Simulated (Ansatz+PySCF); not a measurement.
The numbers below are computed, except where a source is named.
**Several solutions for singlet CH3NO**

```yaml
atoms:
  - { symbol: C, position_ang: [0.0000, -0.3788, -0.0481] }
  - { symbol: O, position_ang: [0.0000, -0.3593, 1.0615] }
  - { symbol: N, position_ang: [0.0000, 0.6255, -0.7860] }
  - { symbol: H, position_ang: [0.0000, -1.2539, -0.5904] }
  - { symbol: H, position_ang: [0.0000, 0.5492, -1.7118] }
  - { symbol: H, position_ang: [0.0000, 1.4732, -0.3992] }
```

Basis set: def2-SVP (spherical functions). Charge 0, multiplicity 1.

CASSCF(4,3) was run from several starts with Ansatz (development build ahead of 0.2.0) and PySCF 2.14.0. The starts are those of the Hartree–Fock orbitals from which the active space was taken at the frontier.

```tsv
run	program	start	converged	energy (hartree)	<S²>
A	Ansatz	search for the lowest state	yes	-168.78708	0.00
B	PySCF	program defaults	no	–	–
C	Ansatz	stability test followed	yes	-168.78708	0.00
D	Ansatz	atomic start, no search	yes	-168.77619	0.00
```

(1) Which runs reached the lowest solution of this kind, and what is wrong with the others?

Answers

(1) A, C reached the lowest solution found. Converged but too high: D by 0.30 eV. Convergence only shows a stationary point; in CASSCF the end hangs on which orbitals enter the active space. Not converged: B. Caution: other starts end on other solutions of this active space.
